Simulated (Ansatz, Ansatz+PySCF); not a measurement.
```csv
atom,x (Å),y (Å),z (Å)
C,0.0261,0.0086,-0.6816
C,0.0386,-0.0100,0.7535
H,-0.0206,-0.9539,-1.2624
H,-0.0159,0.9232,-1.2561
H,-0.9154,-0.0433,1.2846
H,0.9649,-0.0379,1.2993
```

UHF-MP2 on triplet C2H4 was run in several spherical basis sets with Ansatz (development build ahead of 0.2.0). Frozen core: 2 orbitals. Caution: another spin multiplicity may lie lower.

Task: Rank the basis sets by the total energy that they give, lowest first, with the distance from the lowest.
A. def2-TZVP
B. def2-SVP
C. cc-pVDZ
D. cc-pVTZ
E. 6-31G
F. aug-cc-pVDZ
G. 6-31G(d)

Result: D (0.00 eV), A (0.29 eV), F (1.83 eV), C (2.19 eV), G (3.09 eV), B (3.90 eV), E (5.67 eV).

Totals follow the description of the cores as much as that of the bonds, so this order isn't one of quality for chemistry.
